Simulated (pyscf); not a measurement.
9 silicon, germanium or tin steps of one kind (elimination, closed-shell): barrier in kJ/mol, from the separated reactants or the lowest minimum found. PySCF, gas phase, ωB97X-D3(BJ)/def2-SVP geometries. Functionals in def2-TZVP; the last column is ωB97M-D3(BJ)/def2-TZVP. Rows were drawn at random from the steps of this kind and element class whose saddle was verified and whose references are stable.

```tsv
step	PBE	r²SCAN	PBE0-D3(BJ)	ωB97M-D3(BJ)
`[CH3][SnH3]` → `[CH2]=[SnH2]` + `[H][H]`	365.9	384.5	392.0	405.3
`[NH2][SiH2][F]` → `[NH]=[SiH][F]` + `[H][H]`	___	318.5	327.4	335.1
`[SiH3][Te][Sn][Cl]` [singlet] -> `[SiH3][Cl]` + `[Sn]=[Te]` [singlet]	102.0	111.5	112.4	120.7
`[GeH3][TeH]` → `[GeH2]=[Te]` + `[H][H]`	188.4	200.0	204.0	221.8
`[GeH3][SeH]` → `[GeH2]=[Se]` + `[H][H]`	205.1	217.1	221.3	237.2
`[GeH3][AsH2]` → `[GeH2]=[AsH]` + `[H][H]`	246.3	261.3	264.8	281.0
`[SiH3][Se][Ge][Cl]` [singlet] -> `[SiH3][Cl]` + `[Ge]=[Se]` [singlet]	103.4	112.9	113.8	119.3
`[SiH3][SiH2][Cl]` → `[SiH2]=[SiH][Cl]` + `[H][H]`	307.1	334.3	334.4	349.8
`[SiH][SeH]` [singlet] → `[Si]=[Se]` [singlet] + `[H][H]`	___	109.4	116.2	130.7
```

What belongs in the gaps?


- `[NH2][SiH2][F]` → `[NH]=[SiH][F]` + `[H][H]`, PBE: 302.6
- `[SiH][SeH]` [singlet] → `[Si]=[Se]` [singlet] + `[H][H]`, PBE: 100.2

Differences from the last column (kJ/mol): PBE: mean -31.1, median -32.5, mean size 31.1, lower in 9 of 9; r²SCAN: mean -16.8, median -19.7, mean size 16.8, lower in 9 of 9; PBE0-D3(BJ): mean -12.7, median -14.5, mean size 12.7, lower in 9 of 9. PBE is closest for row 7 (15.9 kJ/mol apart) and farthest for row 8 (42.7 kJ/mol). PBE, r²SCAN and M06-2X carry no added dispersion term. The last column is a level with limits of its own. Each barrier is that of the saddle found. Elements up to Kr have no core potential and no relativistic terms here. Elements past Kr carry the def2 core potentials, without spin-orbit coupling.
